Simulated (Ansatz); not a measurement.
Diamond, treated with r²SCAN (PAW; Ansatz, a first-principles code).

Numerical settings: plane-wave cutoff 600 eV, 12×12×12 k mesh, finite displacements, force constants from a 4×4×4 q mesh, scalar-relativistic PAW data made under PBE.

Computed at the level's own relaxed cell.

Harmonic phonon frequencies (cm⁻¹; i marks an imaginary mode):

```tsv
q point	frequencies
Γ	0 0 0 1324 1324 1324
```

Measured, for comparison: zone-centre TO phonon frequency 1333 cm⁻¹ (low temperature, zero-point motion not removed; as tabulated in Kunc et al. (2003), arXiv:cond-mat/0304692). Computed (rounded) less measured: zone-centre TO phonon frequency -0.7 %.
